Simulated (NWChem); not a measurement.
## A calculation on H$_{2}$Si

```xyz
3

Si     0.0000     0.0000     0.1341
H      1.0961     0.0000    -0.9390
H     -1.0961     0.0000    -0.9390
```
Charge 0, spin multiplicity 1.

Program: NWChem. All single points use one geometry, from PBE0/def2-SVP, a minimum by its harmonic frequencies.

Symmetry labels belong to the abelian group C2v used in the runs, with the axes of the coordinates shown.

The structure started from a generated list of species.

List the lowest 4 singlet excitations that TD-PBE0/def2-SVPD gives, with oscillator strengths.


| state | symmetry | energy (eV) | wavelength (nm) | f |
|---|---|---|---|---|
| 1 | b2 | 2.33 | 533 | 0.013 |
| 2 | a2 | 4.33 | 286 | 0.000 |
| 3 | a1 | 6.40 | 194 | 0.185 |
| 4 | b1 | 7.00 | 177 | 0.234 |
